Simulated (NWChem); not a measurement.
System: carbon tetrachloride (CCl$_{4}$); SMILES C(Cl)(Cl)(Cl)Cl

The following NWChem deck was run.

```
start job
memory heap 200 mb stack 900 mb global 1100 mb
geometry units angstroms noautosym nocenter noautoz
  Cl     1.375923    -1.140267    -0.069627
  C     -0.000033     0.000047     0.000003
  Cl     0.616392     1.678535     0.001892
  Cl    -1.051770    -0.247015    -1.425003
  Cl    -0.940542    -0.291385     1.492664
end
basis spherical
  * library def2-svp
end
dft
  xc pbe0
  iterations 150
end
property
  efieldgrad
end
task dft property
```

NWChem printed, in part:

```
             Northwest Computational Chemistry Package (NWChem) 7.3.0
             --------------------------------------------------------

                             Geometry "geometry" -> ""
                             -------------------------

 Output coordinates in angstroms (scale by  1.889725989 to convert to a.u.)

  No.       Tag          Charge          X              Y              Z
 ---- ---------------- ---------- -------------- -------------- --------------
    1 Cl                  17.0000     1.37592300    -1.14026700    -0.06962700
    2 C                    6.0000    -0.00003300     0.00004700     0.00000300
    3 Cl                  17.0000     0.61639200     1.67853500     0.00189200
    4 Cl                  17.0000    -1.05177000    -0.24701500    -1.42500300
    5 Cl                  17.0000    -0.94054200    -0.29138500     1.49266400

 Effective nuclear repulsion energy (a.u.)     434.9623157030

                              NWChem Property Module
                              ----------------------

  itol2e modified to match energy
  convergence criterion.

                                 NWChem DFT Module
                                 -----------------

 Summary of "ao basis" -> "ao basis" (spherical)
 ------------------------------------------------------------------------------
       Tag                 Description            Shells   Functions and Types
 ---------------- ------------------------------  ------  ---------------------
 Cl                         def2-svp                 8       18   4s3p1d
 C                          def2-svp                 6       14   3s2p1d

  itol2e modified to match energy
  convergence criterion.

            General Information
            -------------------
          SCF calculation type: DFT
          Wavefunction type:  closed shell.
          No. of atoms     :     5
          No. of electrons :    74
           Alpha electrons :    37
            Beta electrons :    37
          Charge           :     0
          Spin multiplicity:     1
          Use of symmetry is: off; symmetry adaption is: off
          Maximum number of iterations: 150
          AO basis - number of functions:    86
                     number of shells:    38
          Convergence on energy requested:  1.00D-07
          Convergence on density requested:  1.00D-05
          Convergence on gradient requested:  5.00D-04

              XC Information
              --------------
                         PBE0 Method XC Functional
                     Hartree-Fock (Exact) Exchange  0.250
          PerdewBurkeErnzerhof Exchange Functional  0.750
            Perdew 1991 LDA Correlation Functional  1.000 local
           PerdewBurkeErnz. Correlation Functional  1.000 non-local

             Grid Information
             ----------------
          Grid used for XC integration:  fine
          Radial quadrature: Mura-Knowles
          Angular quadrature: Lebedev.
          Tag              B.-S. Rad. Rad. Pts. Rad. Cut. Ang. Pts.
          ---              ---------- --------- --------- ---------
          Cl                  1.00      123           8.0       770
          C                   0.70       70           7.0       590
          Grid pruning is: on
          Number of quadrature shells:   562
          Spatial weights used:  Erf1

      Superposition of Atomic Density Guess
      -------------------------------------

 Sum of atomic energies:       -1874.91888732

      Non-variational initial energy
      ------------------------------

 Total energy =   -1875.985232
 1-e energy   =   -3459.057826
 2-e energy   =    1148.110278
 HOMO         =      -0.376722
 LUMO         =       0.025977

   convergence    iter        energy       DeltaE   RMS-Dens  Diis-err
 ---------------- ----- ----------------- --------- --------- ---------
 d= 0,ls=0.0,diis     1  -1877.3777645097 -2.31D+03  2.83D-02  1.89D+00
 d= 0,ls=0.0,diis     2  -1876.6418180625  7.36D-01  1.94D-02  8.71D+00
 d= 0,ls=0.0,diis     3  -1877.6187988464 -9.77D-01  1.13D-03  4.87D-03
 d= 0,ls=0.0,diis     4  -1877.6193884461 -5.90D-04  2.70D-04  6.23D-04
 d= 0,ls=0.0,diis     5  -1877.6194526629 -6.42D-05  3.85D-05  1.11D-05
  Resetting Diis
 d= 0,ls=0.0,diis     6  -1877.6194541296 -1.47D-06  8.64D-06  4.98D-07
 d= 0,ls=0.0,diis     7  -1877.6194541968 -6.72D-08  1.33D-06  5.60D-09

         Total DFT energy =    -1877.619454196758
      One electron energy =    -3458.543462104774
           Coulomb energy =     1263.698184333769
    Exchange-Corr. energy =     -117.736492128734
 Nuclear repulsion energy =      434.962315702980

 Numeric. integr. density =       74.000000179950

[...]

          -----------------------
          Electric field gradient
          -----------------------

 1 a.u. = 0.324123 10**(16) esu/cm**3  ( or statvolts/cm**2 ) = 0.97174 10**(22) v/m**2

 ------------------------------------------------------------
   Atom      X         Y         Z
 ------------------------------------------------------------
    1 Cl   2.60012  -2.15479  -0.13158
 ------------------------------------------------------------

 Electric field gradient in molecular frame (a.u.)
         XX             YY             ZZ             XY             XZ             YZ
 ------------------------------------------------------------------------------------------
       -1.577184      -0.446443       2.023626       2.991759       0.182385      -0.151337

 Principal components (a.u.) and orientation
 of principal axis w.r.t. absolute frame                      Asymmetry parameter eta
 --------------------------------------------------------------------------------------
       -4.065748       2.033022       2.032725                       0.000073

        0.769381       0.466852       0.436007
       -0.637605       0.602804       0.479674
       -0.038890      -0.647052       0.761453

 ------------------------------------------------------------
   Atom      X         Y         Z
 ------------------------------------------------------------
    2 C   -0.00006   0.00009   0.00001
 ------------------------------------------------------------

 Electric field gradient in molecular frame (a.u.)
         XX             YY             ZZ             XY             XZ             YZ
 ------------------------------------------------------------------------------------------
       -0.000050       0.000026       0.000024       0.000089      -0.000017      -0.000008

 Principal components (a.u.) and orientation
 of principal axis w.r.t. absolute frame                      Asymmetry parameter eta
 --------------------------------------------------------------------------------------
       -0.000109       0.000088       0.000021                       0.615873

        0.835384       0.545158       0.070264
       -0.544100       0.801992       0.246502
        0.078031      -0.244155       0.966592

 ------------------------------------------------------------
   Atom      X         Y         Z
 ------------------------------------------------------------
    3 Cl   1.16481   3.17197   0.00358
 ------------------------------------------------------------

 Electric field gradient in molecular frame (a.u.)
         XX             YY             ZZ             XY             XZ             YZ
 ------------------------------------------------------------------------------------------
        1.307988      -3.340664       2.032676      -1.973158      -0.002129      -0.005971

 Principal components (a.u.) and orientation
 of principal axis w.r.t. absolute frame                      Asymmetry parameter eta
 --------------------------------------------------------------------------------------
       -4.065253       2.032709       2.032544                       0.000040

        0.344712       0.373070       0.861390
        0.938708      -0.138015      -0.315879
        0.001040       0.917481      -0.397779

 ------------------------------------------------------------
   Atom      X         Y         Z
 ------------------------------------------------------------
    4 Cl  -1.98756  -0.46679  -2.69287
 ------------------------------------------------------------

 Electric field gradient in molecular frame (a.u.)
         XX             YY             ZZ             XY             XZ             YZ
 ------------------------------------------------------------------------------------------
       -0.076900       1.916478      -1.839578      -0.495264      -2.858149      -0.671207

 Principal components (a.u.) and orientation
 of principal axis w.r.t. absolute frame                      Asymmetry parameter eta
 --------------------------------------------------------------------------------------
       -4.065504       2.032884       2.032620                       0.000065

        0.588164       0.402139       0.701675
        0.138107       0.804926      -0.577079
        0.796863      -0.436323      -0.417890

 ------------------------------------------------------------
   Atom      X         Y         Z
 ------------------------------------------------------------
    5 Cl  -1.77737  -0.55064   2.82073
 ------------------------------------------------------------

 Electric field gradient in molecular frame (a.u.)
         XX             YY             ZZ             XY             XZ             YZ
 ------------------------------------------------------------------------------------------
        0.345694       1.870695      -2.216389      -0.522697       2.677326       0.829592

 Principal components (a.u.) and orientation
 of principal axis w.r.t. absolute frame                      Asymmetry parameter eta
 --------------------------------------------------------------------------------------
       -4.065333       2.032691       2.032643                       0.000012

       -0.525969       0.603728      -0.599057
       -0.162974       0.619760       0.767683
        0.834743       0.501408      -0.227583
```

Level: PBE0/def2-SVP. All runs use the structure optimised with PBE-D3(BJ)/def2-SVP. NWChem prints the field gradient with the sign opposite to the second derivative of the potential.
